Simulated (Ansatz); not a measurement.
Ansatz (a quantum-chemistry and plane-wave program) input:

Ansatz 0.2 input:
```yaml
crystal:
  periodic: [false, false, false]
  atoms:
    - {symbol: Si, position_ang: [0.04390558, -0.06769682, -0.01869154]}
    - {symbol: H, position_ang: [-0.15716933, 1.17845905, -0.86390070]}
    - {symbol: H, position_ang: [-0.74566751, 0.21360056, 1.24825763]}
    - {symbol: H, position_ang: [1.45766956, 0.44463684, 0.60925713]}
    - {symbol: H, position_ang: [-1.16951085, -0.88894093, -0.73193245]}
basis:
  gaussian:
    orbitals: def2-TZVPD
hamiltonian:
  xc: {name: BHLYP}
total_charge: -1
magnetization: {spin_polarized: true, initial_magnetization: 1}
output: {forces: true}
```

Problem. Predict the final energy.

Solution. -291.82440 Eh (BHLYP/def2-TZVPD). The basis has 79 functions.
